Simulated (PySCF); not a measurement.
**HS, SMILES `[SH]` (charge 0, multiplicity 2)**

Level of theory: ωB97X-D3(BJ)/def2-TZVP // B3LYP-D3(BJ)/def2-TZVP (PySCF).

| Property | Result |
|---|---|
| highest occupied spin orbital | -9.95 eV |
| dipole moment | 0.91 D |
| total energy | -398.7628 Ha |
| cost | about 6 core-seconds (a rough figure) |

```xyz
2

S      0.6736     0.0000     0.0000
H     -0.6736     0.0000     0.0000
```
Charge 0, spin multiplicity 2.
